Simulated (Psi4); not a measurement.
# One shape, several levels: triplet F2

Wanted: a comparison of 6 runs (UHF/cc-pVTZ, UB3LYP/6-31G*, UBLYP/cc-pVTZ, UCAM-B3LYP/cc-pVTZ, UPBE0/cc-pVTZ, UMP2/cc-pVTZ) of triplet F2. 

The calculation is run with Psi4 1.11.

4 further runs of the same task are left out: 4 that didn't finish.

### 1 The structure to begin with

The species is F2 (2 atoms), meant as a triplet with charge 0. As SMILES of the parent species, `FF`. The shape is that of a PBE0-D4/def2-TZVP optimisation. That shape belongs to the parent species and isn't relaxed for this state.

Bond lengths: F1–F2 1.376 Å.

### 2 Energy and gradient at UHF/cc-pVTZ (run 1)

Input file f2.xyz:

```xyz
2
F2
F     -0.583900     0.212400    -0.295000
F      0.583900    -0.212400     0.295000
```

Input file f2.py:

```python
import psi4

psi4.set_memory(1600000000)
psi4.set_num_threads(1)
psi4.core.set_output_file('f2.out', False)

with open('f2.xyz') as f:
    atoms = ''.join(f.readlines()[2:])
molecule = psi4.geometry('0 3\n' + atoms + 'symmetry c1\nno_reorient\nno_com')

psi4.set_options({
    'basis': 'cc-pVTZ',
    'reference': 'uhf',
    'puream': True,
    'e_convergence': 1e-09,
    'd_convergence': 1e-08,
    'scf_type': 'pk',
    'maxiter': 100,
})

E, wfn = psi4.gradient("scf", return_wfn=True)
psi4.oeprop(wfn, "QUADRUPOLE", "LOWDIN_CHARGES", "WIBERG_LOWDIN_INDICES", title="SCF")
print('gradient / Eh bohr^-1')
print(E.np.round(6))
print(f'energy = {wfn.energy():.10f} Eh')
for k, v in sorted(psi4.core.scalar_variables().items()):
    print(f'{k:45s} {v:18.10f}')
```

The run is started by

```bash
python f2.py
```

f2.out:

```text
[...]
  Running in c1 symmetry.
[...]
  Nuclear repulsion =   31.159450748216873
[...]
  Multiplicity = 3
[...]
  Nalpha       = 10
  Nbeta        = 8
[...]
    Number of basis functions: 60
[...]
   @UHF iter   1:  -198.60079473742121   -4.17932e-01   4.48875e-03 ADIIS/DIIS
[...]
   @UHF iter  10:  -198.63594349029938   -2.16005e-12   3.12691e-09 DIIS
[...]
   @S^2 Observed:                2.037169750E+00
[...]
    Orbital Energies [Eh]
    ---------------------
    Alpha Occupied:
       1A    -26.426584     2A    -26.426455     3A     -1.868760
       4A     -1.594463     5A     -0.976616     6A     -0.894890
       7A     -0.833491     8A     -0.750632     9A     -0.682940
      10A     -0.556744
    Alpha Virtual:
      11A      0.783913    12A      0.837648    13A      0.865730
      14A      0.952845    15A      0.968035    16A      0.992900
      17A      1.140166    18A      1.715613    19A      1.865632
      20A      1.893551    21A      2.052544    22A      2.053020
      23A      2.305537    24A      2.305826    25A      2.404284
[...]
  @UHF Final Energy:  -198.63594349029938
   => Energetics <=
    Nuclear Repulsion Energy =             31.1594507482168730
    One-Electron Energy =                -340.2312378113064710
    Two-Electron Energy =                 110.4358435727902048
    Total Energy =                       -198.6359434902993826
  UHF NO Occupations:
  HONO-2 :    8  A 1.9879790
  HONO-1 :    9  A 1.0000000
[...]
  -Total Gradient:
     Atom            X                  Y                   Z
    ------   -----------------  -----------------  -----------------
       1        0.215616386006    -0.078432814502     0.108934464586
       2       -0.215616386006     0.078432814502    -0.108934464586
[...]
 Multipole Moments:
 ------------------------------------------------------------------------------------
     Multipole            Electronic (a.u.)      Nuclear  (a.u.)        Total (a.u.)
 ------------------------------------------------------------------------------------
 L = 1.  Multiply by 2.5417464519 to convert [e a0] to [Debye]
 Dipole X            :          0.0000000            0.0000000            0.0000000
 Dipole Y            :         -0.0000000            0.0000000           -0.0000000
 Dipole Z            :          0.0000000            0.0000000            0.0000000
 Magnitude           :                                                    0.0000000
 L = 2.  Multiply by 1.3450342976 to convert [e a0^2] to [Debye ang]
 Quadrupole XX       :        -28.9598146           21.9152884           -7.0445262
 Quadrupole XY       :          8.0463471           -7.9719254            0.0744217
[...]
```

The script printed:

```text
gradient / Eh bohr^-1
[[ 0.215616 -0.078433  0.108934]
 [-0.215616  0.078433 -0.108934]]
energy = -198.6359434903 Eh
CURRENT ENERGY                                   -198.6359434903
CURRENT REFERENCE ENERGY                         -198.6359434903
DD SOLVATION ENERGY                                 0.0000000000
HF KINETIC ENERGY                                 199.2914231239
HF POTENTIAL ENERGY                              -397.9273666142
HF TOTAL ENERGY                                  -198.6359434903
HF VIRIAL RATIO                                     1.9967109491
NUCLEAR REPULSION ENERGY                           31.1594507482
ONE-ELECTRON ENERGY                              -340.2312378113
PCM POLARIZATION ENERGY                             0.0000000000
PE ENERGY                                           0.0000000000
SCF ITERATION ENERGY                             -198.6359434903
SCF ITERATIONS                                     10.0000000000
SCF TOTAL ENERGY                                 -198.6359434903
TWO-ELECTRON ENERGY                               110.4358435728
```

Run time: 6.6 s. Hardware: 1 thread of Intel Xeon Platinum 8259CL at 2.50GHz (Skylake/Cascade Lake), shared host; peak memory 0.24 GiB.

### 3 Energy and forces at UB3LYP/6-31G(d) (spherical functions) (run 2)

Input file job.json:

```json
{
 "schema_name": "qcschema_input",
 "schema_version": 1,
 "molecule": {
  "schema_name": "qcschema_molecule",
  "schema_version": 2,
  "symbols": ["F", "F"],
  "geometry": [-1.10341108, 0.40137783, -0.55746921, 1.10341108, -0.40137783, 0.55746921],
  "molecular_charge": 0,
  "molecular_multiplicity": 3,
  "fix_symmetry": "c1"
 },
 "driver": "gradient",
 "model": {
  "method": "b3lyp",
  "basis": "6-31G*"
 },
 "keywords": {
  "reference": "uks",
  "puream": true,
  "e_convergence": 1e-09,
  "d_convergence": 1e-08,
  "scf_type": "pk",
  "dft_radial_points": 99,
  "dft_spherical_points": 590,
  "maxiter": 100,
  "scf_properties": ["QUADRUPOLE", "MAYER_INDICES", "DIPOLE"]
 }
}
```

The run is started by

```bash
psi4 --qcschema job.json -n 1 --memory 1600MB
```

stdout:

```text
[...]
  Running in c1 symmetry.
[...]
  Nuclear repulsion =   31.159450805153512
[...]
  Multiplicity = 3
[...]
  Nalpha       = 10
  Nbeta        = 8
[...]
    Number of basis functions: 28
[...]
   @UKS iter   1:  -199.35606240457804   -1.29817e-01   5.48252e-03 ADIIS/DIIS
[...]
   @UKS iter   8:  -199.36549958871106   -3.97904e-13   1.06094e-09 DIIS
[...]
   @S^2 Observed:                2.004892144E+00
[...]
    Orbital Energies [Eh]
    ---------------------
    Alpha Occupied:
       1A    -24.767770     2A    -24.767642     3A     -1.365986
       4A     -1.118659     5A     -0.636324     6A     -0.574319
       7A     -0.527725     8A     -0.440910     9A     -0.390329
      10A     -0.247406
    Alpha Virtual:
      11A      1.037866    12A      1.054168    13A      1.070994
      14A      1.202107    15A      1.212666    16A      1.243101
      17A      1.246665    18A      1.531260    19A      1.556028
      20A      1.666110    21A      1.666299    22A      1.740480
      23A      1.921175    24A      1.922345    25A      2.117596
[...]
  @UKS Final Energy:  -199.36549958871106
   => Energetics <=
    Nuclear Repulsion Energy =             31.1594508051535115
    One-Electron Energy =                -340.5457776438097426
    Two-Electron Energy =                 126.8894845646943708
    DFT Exchange-Correlation Energy =     -16.8686573147491963
    Empirical Dispersion Energy =           0.0000000000000000
    VV10 Nonlocal Energy =                  0.0000000000000000
    Total Energy =                       -199.3654995887110601
[...]
 Multipole Moments:
 ------------------------------------------------------------------------------------
     Multipole            Electronic (a.u.)      Nuclear  (a.u.)        Total (a.u.)
 ------------------------------------------------------------------------------------
 L = 1.  Multiply by 2.5417464519 to convert [e a0] to [Debye]
 Dipole X            :          0.0000000            0.0000000            0.0000000
 Dipole Y            :          0.0000000            0.0000000            0.0000000
 Dipole Z            :          0.0000000            0.0000000            0.0000000
 Magnitude           :                                                    0.0000000
 L = 2.  Multiply by 1.3450342976 to convert [e a0^2] to [Debye ang]
 Quadrupole XX       :        -37.2149685           30.4090577           -6.8059108
 Quadrupole XY       :          0.0000000           -0.0000000           -0.0000000
[...]
  -Total Gradient:
     Atom            X                  Y                   Z
    ------   -----------------  -----------------  -----------------
       1        0.309369071157     0.000000000000     0.000000000000
       2       -0.309369071157    -0.000000000000     0.000000000000
[...]
```

The result, in JSON:

```text
{
 "driver": "gradient",
 "model": {
  "method": "b3lyp",
  "basis": "6-31G*"
 },
 "success": true,
 "return_result": [0.30936907115743884, 6.059528620934411e-14, 1.4429904927102297e-14, -0.309369071157406, -7.464406088698152e-14, 7.831894180570248e-15],
 "properties": {
  "calcinfo_nbasis": 28,
  "calcinfo_nmo": 28,
  "calcinfo_nalpha": 10,
  "calcinfo_nbeta": 8,
  "calcinfo_natom": 2,
  "nuclear_repulsion_energy": 31.15945080515351,
  "return_energy": -199.36549958871106,
  "return_gradient": [0.30936907115743884, 6.059528620934411e-14, 1.4429904927102297e-14, -0.309369071157406, -7.464406088698152e-14, 7.831894180570248e-15],
  "scf_one_electron_energy": -340.54577764380974,
  "scf_two_electron_energy": 126.88948456469437,
  "scf_xc_energy": -16.868657314749196,
  "scf_dipole_moment": [4.6951498244851564e-11, 2.912638173484644e-17, 2.231053158887552e-15],
  "scf_total_energy": -199.36549958871106,
  "scf_total_gradient": [0.30936907115743884, 6.059528620934411e-14, 1.4429904927102297e-14, -0.309369071157406, -7.464406088698152e-14, 7.831894180570248e-15],
  "scf_iterations": 8
 }
}
```

Run time: 9.9 s. Hardware: 1 thread of Intel Xeon Platinum 8259CL at 2.50GHz (Skylake/Cascade Lake), shared host; peak memory 0.29 GiB.

Runs 3 to 5 aren't shown in full; the table further down has their settings and results.

### 4 The energy at UMP2/cc-pVTZ (run 6)

Input file job.py:

```python
import psi4

psi4.set_memory('1600 MB')
psi4.set_num_threads(1)
psi4.set_output_file('output.dat', False)

mol = psi4.geometry("""
0 3
F     -0.583900     0.212400    -0.295000
F      0.583900    -0.212400     0.295000
symmetry c1
no_reorient
no_com
""")

psi4.set_options({
    'basis': 'cc-pVTZ',
    'reference': 'uhf',
    'puream': True,
    'e_convergence': 1e-09,
    'd_convergence': 1e-08,
    'scf_type': 'pk',
    'num_frozen_docc': 2,
    'mp2_type': 'conv',
    'maxiter': 100,
})

e, wfn = psi4.energy('mp2', molecule=mol, return_wfn=True)
print(f'mp2 energy: {e:.10f} Eh')
for k, v in sorted(psi4.core.scalar_variables().items()):
    print(f'{k:45s} {v:18.10f}')
```

The run is started by

```bash
python job.py
```

output.dat:

```text
[...]
  Running in c1 symmetry.
[...]
  Nuclear repulsion =   31.159450748216873
[...]
  Multiplicity = 3
[...]
  Nalpha       = 10
  Nbeta        = 8
[...]
    Number of basis functions: 60
[...]
   @UHF iter   1:  -198.60079473742121   -4.17932e-01   4.48875e-03 ADIIS/DIIS
[...]
   @UHF iter  10:  -198.63594349029938   -2.16005e-12   3.12691e-09 DIIS
[...]
   @S^2 Observed:                2.037169750E+00
[...]
    Orbital Energies [Eh]
    ---------------------
    Alpha Occupied:
       1A    -26.426584     2A    -26.426455     3A     -1.868760
       4A     -1.594463     5A     -0.976616     6A     -0.894890
       7A     -0.833491     8A     -0.750632     9A     -0.682940
      10A     -0.556744
    Alpha Virtual:
      11A      0.783913    12A      0.837648    13A      0.865730
      14A      0.952845    15A      0.968035    16A      0.992900
      17A      1.140166    18A      1.715613    19A      1.865632
      20A      1.893551    21A      2.052544    22A      2.053020
      23A      2.305537    24A      2.305826    25A      2.404284
[...]
  @UHF Final Energy:  -198.63594349029938
   => Energetics <=
    Nuclear Repulsion Energy =             31.1594507482168730
    One-Electron Energy =                -340.2312378113064710
    Two-Electron Energy =                 110.4358435727902048
    Total Energy =                       -198.6359434902993826
  UHF NO Occupations:
  HONO-2 :    8  A 1.9879790
  HONO-1 :    9  A 1.0000000
[...]
 Multipole Moments:
 ------------------------------------------------------------------------------------
     Multipole            Electronic (a.u.)      Nuclear  (a.u.)        Total (a.u.)
 ------------------------------------------------------------------------------------
 L = 1.  Multiply by 2.5417464519 to convert [e a0] to [Debye]
 Dipole X            :          0.0000000            0.0000000            0.0000000
 Dipole Y            :         -0.0000000            0.0000000           -0.0000000
 Dipole Z            :          0.0000000            0.0000000            0.0000000
 Magnitude           :                                                    0.0000000
[...]
	SCS-MP2 Total Energy (a.u.)        :  -199.09794412643336
	SOS-MP2 Total Energy (a.u.)        :  -199.04932766294451
	SCSN-MP2 Total Energy (a.u.)       :  -198.89263841752043
[...]
	SOS-PI-MP2 Total Energy (a.u.)     :  -199.11822502505203
[...]
	MP2 Total Energy (a.u.)            :  -199.12627969130349
[...]
```

Standard output:

```text
mp2 energy: -199.1262796913 Eh
CURRENT CORRELATION ENERGY                         -0.4903362010
CURRENT ENERGY                                   -199.1262796913
CURRENT REFERENCE ENERGY                         -198.6359434903
DD SOLVATION ENERGY                                 0.0000000000
HF KINETIC ENERGY                                 199.2914231239
HF POTENTIAL ENERGY                              -397.9273666142
HF TOTAL ENERGY                                  -198.6359434903
HF VIRIAL RATIO                                     1.9967109491
MP2 CORRELATION ENERGY                             -0.4903362010
MP2 DOUBLES ENERGY                                 -0.4903362010
MP2 OPPOSITE-SPIN CORRELATION ENERGY               -0.3444868105
MP2 SAME-SPIN CORRELATION ENERGY                   -0.1458493905
MP2 SINGLES ENERGY                                  0.0000000000
MP2 TOTAL ENERGY                                 -199.1262796913
NUCLEAR REPULSION ENERGY                           31.1594507482
ONE-ELECTRON ENERGY                              -340.2312378113
PCM POLARIZATION ENERGY                             0.0000000000
PE ENERGY                                           0.0000000000
SCF ITERATION ENERGY                             -198.6359434903
SCF ITERATIONS                                     10.0000000000
SCF TOTAL ENERGY                                 -198.6359434903
SCS(N)-MP2 CORRELATION ENERGY                      -0.2566949272
SCS(N)-MP2 TOTAL ENERGY                          -198.8926384175
SCS-MP2 CORRELATION ENERGY                         -0.4620006361
SCS-MP2 TOTAL ENERGY                             -199.0979441264
SCS-MP2-VDW CORRELATION ENERGY                     -0.5138678127
SCS-MP2-VDW TOTAL ENERGY                         -199.1498113030
SOS-MP2 CORRELATION ENERGY                         -0.4133841726
SOS-MP2 TOTAL ENERGY                             -199.0493276629
SOS-PI-MP2 CORRELATION ENERGY                      -0.4822815348
SOS-PI-MP2 TOTAL ENERGY                          -199.1182250251
TWO-ELECTRON ENERGY                               110.4358435728
```

Run time: 5.4 s. Hardware: 1 thread of Intel Xeon Platinum 8259CL at 2.50GHz (Skylake/Cascade Lake), shared host; peak memory 0.25 GiB.

### 5 All runs side by side

```
run                                level         integration grid      task  energy (Eh)  dipole moment (D)  HOMO energy (eV)  LUMO energy (eV)  wall time
  1                          UHF/cc-pVTZ                        –  gradient  -198.635943               0.00            -14.87             -0.47      6.6 s
  2  UB3LYP/6-31G* (spherical functions)  99 radial × 590 angular  gradient  -199.365500               0.00             -6.73             -6.21      9.9 s
  3                        UBLYP/cc-pVTZ  99 radial × 590 angular    energy  -199.457854               0.00             -5.16                 –      9.6 s
  4                   UCAM-B3LYP/cc-pVTZ  99 radial × 590 angular    energy  -199.411151               0.00             -9.39             -5.16       14 s
  5                        UPBE0/cc-pVTZ  99 radial × 590 angular    energy  -199.267587               0.00             -7.81             -6.39      9.6 s
  6                         UMP2/cc-pVTZ                        –    energy  -199.126280                  –            -14.87             -0.47      5.4 s
```

### 6 Outcome

```
                                                         quantity          value
                                              run 6: total energy  -199.12628 Eh
run 6: HOMO energy (Hartree–Fock orbitals) (highest over α and β)      -14.87 eV
 run 6: LUMO energy (Hartree–Fock orbitals) (lowest over α and β)       -0.47 eV
               run 6: correlation energy (2 core orbitals frozen)     -490.3 mEh
                         run 6: ⟨S²⟩ of the reference determinant          2.037
```

Totals of different functionals can't be ranked against each other. All runs together took 55 s, the longest 14 s.
